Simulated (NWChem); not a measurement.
System: Li$_{2}$; SMILES [Li][Li]

Input file for NWChem:

```
start job
memory heap 200 mb stack 900 mb global 1100 mb
geometry units angstroms noautosym nocenter noautoz
  Li     0.000000     0.000000    -1.393559
  Li     0.000000     0.000000     1.393559
end
basis spherical
  * library def2-svp
end
dft
  xc pbe0
  iterations 150
end
property
  response 1 0.0
end
task dft property
```

Output (shortened):

```
             Northwest Computational Chemistry Package (NWChem) 7.3.0
             --------------------------------------------------------

                             Geometry "geometry" -> ""
                             -------------------------

 Output coordinates in angstroms (scale by  1.889725989 to convert to a.u.)

  No.       Tag          Charge          X              Y              Z
 ---- ---------------- ---------- -------------- -------------- --------------
    1 Li                   3.0000     0.00000000     0.00000000    -1.39355900
    2 Li                   3.0000     0.00000000     0.00000000     1.39355900

 Effective nuclear repulsion energy (a.u.)       1.7087885195

                              NWChem Property Module
                              ----------------------

                                 NWChem DFT Module
                                 -----------------

 Summary of "ao basis" -> "ao basis" (spherical)
 ------------------------------------------------------------------------------
       Tag                 Description            Shells   Functions and Types
 ---------------- ------------------------------  ------  ---------------------
 Li                         def2-svp                 5        9   3s2p

            General Information
            -------------------
          SCF calculation type: DFT
          Wavefunction type:  closed shell.
          No. of atoms     :     2
          No. of electrons :     6
           Alpha electrons :     3
            Beta electrons :     3
          Charge           :     0
          Spin multiplicity:     1
          Use of symmetry is: off; symmetry adaption is: off
          Maximum number of iterations: 150
          AO basis - number of functions:    18
                     number of shells:    10
          Convergence on energy requested:  1.00D-06
          Convergence on density requested:  1.00D-05
          Convergence on gradient requested:  5.00D-04

              XC Information
              --------------
                         PBE0 Method XC Functional
                     Hartree-Fock (Exact) Exchange  0.250
          PerdewBurkeErnzerhof Exchange Functional  0.750
            Perdew 1991 LDA Correlation Functional  1.000 local
           PerdewBurkeErnz. Correlation Functional  1.000 non-local

             Grid Information
             ----------------
          Grid used for XC integration:  medium
          Radial quadrature: Mura-Knowles
          Angular quadrature: Lebedev.
          Tag              B.-S. Rad. Rad. Pts. Rad. Cut. Ang. Pts.
          ---              ---------- --------- --------- ---------
          Li                  1.45       49          15.0       434
          Grid pruning is: on
          Number of quadrature shells:    98
          Spatial weights used:  Erf1

      Superposition of Atomic Density Guess
      -------------------------------------

 Sum of atomic energies:         -14.85012796

      Non-variational initial energy
      ------------------------------

 Total energy =     -14.791990
 1-e energy   =     -22.779351
 2-e energy   =       6.278573
 HOMO         =      -0.159122
 LUMO         =      -0.021322

   convergence    iter        energy       DeltaE   RMS-Dens  Diis-err
 ---------------- ----- ----------------- --------- --------- ---------
 d= 0,ls=0.0,diis     1    -14.9477234488 -1.67D+01  1.21D-02  6.36D-03
 d= 0,ls=0.0,diis     2    -14.9499147878 -2.19D-03  2.40D-03  2.70D-04
 d= 0,ls=0.0,diis     3    -14.9499673817 -5.26D-05  5.07D-04  1.16D-05
 d= 0,ls=0.0,diis     4    -14.9499723334 -4.95D-06  6.29D-05  6.22D-08
 d= 0,ls=0.0,diis     5    -14.9499723549 -2.15D-08  7.47D-06  1.73D-10

         Total DFT energy =      -14.949972354888
      One electron energy =      -22.987919887201
           Coulomb energy =        9.978131750992
    Exchange-Corr. energy =       -3.648972738216
 Nuclear repulsion energy =        1.708788519538

 Numeric. integr. density =        6.000000098187

                       DFT Final Molecular Orbital Analysis
                       ------------------------------------

 Vector    1  Occ=2.000000D+00  E=-2.018043D+00
              MO Center=  1.0D-13,  9.5D-14, -1.4D-06, r^2= 2.1D+00
   Bfn.  Coefficient  Atom+Function         Bfn.  Coefficient  Atom+Function
  ----- ------------  ---------------      ----- ------------  ---------------
     1      0.702098  1 Li s                 10      0.702097  2 Li s

 Vector    2  Occ=2.000000D+00  E=-2.017777D+00
              MO Center=  8.8D-14,  8.2D-14,  1.4D-06, r^2= 2.1D+00
   Bfn.  Coefficient  Atom+Function         Bfn.  Coefficient  Atom+Function
  ----- ------------  ---------------      ----- ------------  ---------------
     1      0.702410  1 Li s                 10     -0.702411  2 Li s
     2      0.036189  1 Li s                 11     -0.036189  2 Li s

 Vector    3  Occ=2.000000D+00  E=-1.364373D-01
              MO Center= -5.1D-12, -5.0D-12, -2.3D-10, r^2= 5.3D+00
   Bfn.  Coefficient  Atom+Function         Bfn.  Coefficient  Atom+Function
  ----- ------------  ---------------      ----- ------------  ---------------
     2      0.447294  1 Li s                 11      0.447294  2 Li s
     1     -0.178893  1 Li s                 10     -0.178893  2 Li s
     3      0.117436  1 Li s                 12      0.117436  2 Li s
     9      0.079319  1 Li pz                18     -0.079319  2 Li pz
     6      0.033619  1 Li pz                15     -0.033619  2 Li pz

 Vector    4  Occ=0.000000D+00  E=-4.887051D-02
              MO Center=  3.9D-12,  4.0D-12, -2.8D-09, r^2= 1.2D+01
   Bfn.  Coefficient  Atom+Function         Bfn.  Coefficient  Atom+Function
  ----- ------------  ---------------      ----- ------------  ---------------
     3      0.756085  1 Li s                 12     -0.756085  2 Li s
     2      0.349928  1 Li s                 11     -0.349928  2 Li s
     9     -0.163966  1 Li pz                18     -0.163966  2 Li pz
     1     -0.131663  1 Li s                 10      0.131663  2 Li s
     6     -0.040408  1 Li pz                15     -0.040408  2 Li pz

 Vector    5  Occ=0.000000D+00  E=-5.955298D-03
              MO Center= -1.7D-13,  1.7D-13, -1.9D-09, r^2= 5.4D+00
   Bfn.  Coefficient  Atom+Function         Bfn.  Coefficient  Atom+Function
  ----- ------------  ---------------      ----- ------------  ---------------
     7      0.405135  1 Li px                 8     -0.405077  1 Li py
    16      0.405135  2 Li px                17     -0.405077  2 Li py
     4      0.056606  1 Li px                 5     -0.056598  1 Li py
    13      0.056606  2 Li px                14     -0.056598  2 Li py

 Vector    6  Occ=0.000000D+00  E=-5.955298D-03
              MO Center= -1.3D-10, -1.3D-10, -1.9D-09, r^2= 5.4D+00
   Bfn.  Coefficient  Atom+Function         Bfn.  Coefficient  Atom+Function
  ----- ------------  ---------------      ----- ------------  ---------------
     7      0.405077  1 Li px                 8      0.405135  1 Li py
    16      0.405077  2 Li px                17      0.405135  2 Li py
     4      0.056598  1 Li px                 5      0.056606  1 Li py
    13      0.056598  2 Li px                14      0.056606  2 Li py

     Multipole analysis of the density
     ---------------------------------

     L   x y z        total         alpha         beta         nuclear
     -   - - -        -----         -----         ----         -------
     0   0 0 0     -0.000000     -3.000000     -3.000000      6.000000

     1   1 0 0      0.000000      0.000000      0.000000      0.000000
     1   0 1 0      0.000000      0.000000      0.000000      0.000000
     1   0 0 1      0.000000      0.000000      0.000000      0.000000

     2   2 0 0    -12.077105     -6.038552     -6.038552      0.000000
     2   1 1 0     -0.000000     -0.000000     -0.000000      0.000000
     2   1 0 1     -0.000000     -0.000000     -0.000000      0.000000
     2   0 2 0    -12.077105     -6.038552     -6.038552      0.000000
     2   0 1 1     -0.000000     -0.000000     -0.000000      0.000000
     2   0 0 2     -1.821995    -21.716090    -21.716090     41.610185

 *** CALLING NEW AORESP DRIVER FOR CLOSED AND OPEN SHELLS ***
 Entering AOResponse driver routine

--------------------------------------------------------------------------------

          -----------------------------------------------
          Solving response equations for perturbing field
          -----------------------------------------------

 number of frequencies:     1
 frequency in a.u.:  0.0000000E+00
 Perturbing field: electric
 Using El. Dipole Length Gauge

 Setting up CPKS with frequency omega =      0.00000000 a.u.

 STATIC response

                                NWChem CPHF Module
                                ------------------

  scftype          =     RHF
  nclosed          =        3
  nopen            =        0
  variables        =       45
  # of vectors     =        3
  tolerance        = 0.10D-03
  level shift      = 0.00D+00
  max iterations   =       50
  max subspace     =       30

 SCF residual:    5.0062873016525354E-007

Iterative solution of linear equations
  No. of variables       45
  No. of equations        3
  Maximum subspace       30
        Iterations       50
       Convergence  1.0D-04

   iter   nsub   residual    time
   ----  ------  --------  ---------
     1      3    4.63D+00       0.2
     2      6    8.70D-01       0.2
     3      9    4.01D-02       0.2
     4     12    2.53D-03       0.3
     5     15    2.96D-04       0.3
     6     18    2.84D-06       0.3

 Electric Dipole Response Matrix (nonzero elements):

              1        2        3
    1  105.2446   0.0000   0.0000
    2   -0.0000 105.2446   0.0000
    3    0.0000   0.0000 291.5936

 ------------------------------------------
 average:       167.36091 + I       0.00000

 DFT Linear Response polarizability / au
 Frequency  =       0.0000000 / au
              X              Y              Z
 -----------------------------------------------
 X     105.2445706      0.0000000      0.0000000
 Y      -0.0000000    105.2445706      0.0000000
 Z       0.0000000      0.0000000    291.5935750
 -----------------------------------------------
 Eigenvalues =     105.2445706    105.2445706    291.5935750
 Isotropic   =     167.3609054
 Anisotropic =     186.3490044
 -----------------------------------------------

 Magnetic Dipole Response Matrix (nonzero elements):

 Exiting AOResponse driver routine
```

Level: PBE0/def2-SVP. Structure relaxed at the PBE0/def2-SVP level.
